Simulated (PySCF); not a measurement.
# Broadened absorption spectrum of SiF2H2

Species: SiF2H2.
Geometry (PBE0-D3(BJ)/def2-SVP, Å), atoms numbered from 1 in this order:
```xyz
5
F2H2Si angstrom
Si    -0.0497    0.0000   -0.0351
F     -0.0290   -0.0148    1.5761
F      1.4786    0.0109   -0.5454
H     -0.7049    1.2483   -0.4854
H     -0.6950   -1.2444   -0.5102
```

Computed with TDDFT CAM-B3LYP/def2-SVPD, vertical, gas phase, core orbitals frozen in the response (PySCF 2.14.0, density-fitted response routines).

Computed states:

```tsv
state	E (eV)	f
S1	8.53	0.0000
S2	8.81	0.037
S3	9.82	0.137
S4	10.80	0.054
S5	11.03	0.106
S6	11.14	0.015
S7	11.18	0.379
S8	11.36	0.0001
S9	11.37	0.146
S10	11.41	0.010
```

Broadening: Gaussians 0.25 eV wide at half height, area fixed by f = 4.319×10⁻⁹ ∫ε dν̃. The cross-section is σ = 3.8235×10⁻²¹ ε cm², given in Mb (10⁻¹⁸ cm²). The width is an assumption, not a result. The curve ends short of the highest state used, and states not computed would add to its high-energy end.

Question: What does the envelope look like, and where are its maxima?

Answer: 
(λ (nm), σ (Mb)): (114.6, 28.76), (115.7, 17.14), (116.8, 5.04), (117.9, 0.65), (118.9, 0.05), (120.0, 0.00), (121.1, 0.02), (122.1, 0.35), (123.2, 3.68), (124.3, 18.39), (125.3, 42.71), (126.4, 56.42), (127.5, 39.07), (128.5, 16.42), (129.6, 3.63), (130.7, 0.46), (131.7, 0.04), (132.8, 0.00), (133.9, 0.00), (134.9, 0.03), (136.0, 0.27), (137.1, 1.49), (138.1, 4.66), (139.2, 10.43), (140.3, 14.91), (141.3, 14.21), (142.4, 9.12), (143.5, 3.96), (144.5, 1.34), (145.6, 0.29), (146.7, 0.04), (147.7, 0.01), (148.8, 0.00), (149.9, 0.00), (150.9, 0.00), (152.0, 0.00)

Maxima: 141 nm (8.81 eV), ε about 4000, made up of S2 (100%); 126 nm (9.82 eV), ε about 15000, made up of S3 (100%) (ε in L mol⁻¹ cm⁻¹; maxima over ε = 5, shares over 10%). At its high-energy end, 10.81 eV, the curve is still rising (ε about 7300, from S4 and S5).

Question: What would ε be at 9.82 eV, the highest of these maxima, with half the width (0.125 eV)?

Answer: About 29500 L mol⁻¹ cm⁻¹ against 14800, a factor of about 1.99; a lone state at its own centre would give exactly 2.
